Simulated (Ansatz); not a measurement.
Born–Oppenheimer molecular dynamics of ClH4NSi (7 atoms, charge 0, multiplicity 1). It starts from a relaxed structure.

All numbers below come from RKS PBE0-D4/def2-SVPD (Ansatz).

```yaml
ensemble: NVT, Langevin thermostat
time_step: 0.5 fs
steps_asked: 100
set_temperature: 400 K
friction: 0.01 /fs
seed: 521962
```

First frame:

```xyz
7
Properties=species:S:1:pos:R:3
Si -0.054 -0.027 -0.034
Cl 0.348 -0.171 2.022
H 1.270 0.127 -0.685
H -0.941 1.154 -0.181
N -0.842 -1.394 -0.709
H -1.825 -1.565 -0.544
H -0.339 -2.254 -0.882
```

Task: How far do the bonds stretch over the last three quarters of this one trajectory? (Pairs bonded in most of those frames.)

Result: 
| bond | mean (Å) | spread (Å) | shortest | longest |
| --- | --- | --- | --- | --- |
| Si1–Cl2 | 2.161 | 0.037 | 2.08 | 2.20 |
| Si1–H3 | 1.481 | 0.020 | 1.44 | 1.52 |
| Si1–H4 | 1.490 | 0.048 | 1.41 | 1.56 |
| Si1–N5 | 1.718 | 0.017 | 1.69 | 1.75 |
| N5–H6 | 1.021 | 0.046 | 0.95 | 1.09 |
| N5–H7 | 1.016 | 0.011 | 0.99 | 1.03 |

Mean temperature of the second half: 288 K. The mean temperature of the second half is 28 % below the set value. A run of 0.05 ps of so small a system gives no equilibrium averages.

Run time: 4.7 min on 2 threads of Intel(R) Xeon(R) Platinum 8259CL CPU @ 2.50GHz (Skylake/Cascade Lake), on a shared host, peak memory 0.22 GiB.
